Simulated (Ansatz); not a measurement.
The same path of C$_{4}$H$_{9}$N (14 atoms, charge 0, multiplicity 1) was run 3 times with different band settings. Lost on the way: N5–H13. Made: C3–H13.

Level of theory: RKS BLYP/def2-SVP (Ansatz 0.2.0).

Relaxed end points:

```xyz
14
Properties=species:S:1:pos:R:3
C -1.825 -0.696 -0.921
C -0.535 -1.073 -0.152
C 0.126 0.093 0.550
C 1.344 0.595 0.224
N 1.954 1.742 0.749
H -2.294 -1.587 -1.389
H -1.612 0.042 -1.721
H -2.578 -0.240 -0.243
H 0.189 -1.540 -0.855
H -0.790 -1.865 0.590
H -0.452 0.579 1.359
H 1.932 0.118 -0.581
H 1.552 2.091 1.624
H 2.976 1.712 0.794
```

```xyz
14
Properties=species:S:1:pos:R:3
C -1.861 -0.704 -0.660
C -0.360 -0.710 -0.315
C 0.157 0.666 0.178
C 1.641 0.674 0.468
N 2.106 0.930 1.637
H -2.202 -1.702 -1.001
H -2.088 0.023 -1.468
H -2.476 -0.422 0.220
H 0.225 -1.027 -1.207
H -0.158 -1.472 0.468
H -0.376 0.980 1.099
H 2.292 0.427 -0.410
H -0.053 1.429 -0.607
H 3.142 0.878 1.627
```

Common settings: spring 5.0 eV/Å²; optimiser quadratic models (default); force threshold 0.03 eV/Å; end points relaxed.

| run | movable images | climbing image | start path | iteration limit |
| --- | --- | --- | --- | --- |
| 1 | 9 | yes | through a guess of the saddle point | 45 |
| 2 | 4 | no | through a guess of the saddle point | 60 |
| 3 | 9 | yes | straight line | 60 |

Problem. What does each run give, and how far can it be trusted?

Solution. Run 1: converged after 33 iterations, highest image 2.586 eV above the first end. The profile has 2 maxima (images 4, 8) with wells between them (image 6): this band takes more than one step, which may be the mechanism or a detour left from its start path. Neighbouring images differ by up to 2.0 eV, so the band resolves the path poorly. A vibrational analysis at the climbing image gives one clearly imaginary mode, 1854i cm⁻¹: a first-order saddle point.
Run 2: converged after 21 iterations, highest image 0.893 eV above the first end. No image climbed, so the highest image needn't sit at the top of the path. A band with more images between the same ends climbed to 2.59 eV, so this one has probably stepped over the top.
Run 3: converged after 25 iterations, highest image 2.586 eV above the first end. The profile has 2 maxima (images 5, 8) with wells between them (image 7): this band takes more than one step, which may be the mechanism or a detour left from its start path. Neighbouring images differ by up to 2.4 eV, so the band resolves the path poorly. Another band between the same ends (9 images) ends at a top of the same energy, where a vibrational analysis finds 1 clearly imaginary mode.
The orbitals stay closed-shell, which can raise the energy where a bond breaks towards radicals; this wasn't checked here.
